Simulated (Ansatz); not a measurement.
Trigonal Te, treated with PBE0 (Ansatz, an electronic-structure program, PAW).

Numerical settings: plane-wave cutoff 500 eV, 6×6×4 k mesh (along the axes of the cell as run), gaussian smearing 0.02 eV, scalar-relativistic PAW data made under PBE.

Cell (relaxed with r²SCAN):

Te is modelled in the trigonal space group P3₁21 (No. 152), Pearson symbol hP3. Lattice parameters: a = 4.619 Å, b = 4.619 Å, c = 5.907 Å, α = 90.00°, β = 90.00°, γ = 120.00°. Te on 3a has 2 Te at 2.827 Å (bent). (Neighbours: up to the widest gap in distance over summed covalent radii, below 1.35, at either atom.)

Question: Predict the band gap.

Answer: 
* **band gap**: 1.46 eV (on the SCF k mesh)

Measured, for comparison: band gap 0.33 eV (temperature not stated, not corrected to a static lattice, compiled measured gap; kind and temperature not stated; as tabulated in Kothakonda et al. (2022), arXiv:2208.02841).

Note: the cell comes from a level without a dispersion term, which matters for the spacing of layers, chains or molecules; cell and atoms aren't relaxed at this level (largest force component 0.25 eV/Å, pressure -1.0 GPa).

Spin–orbit coupling is not included; with these elements it can move the gap by several tenths of an eV or more.

Cost on a shared machine: around 5 core-minutes (rough).
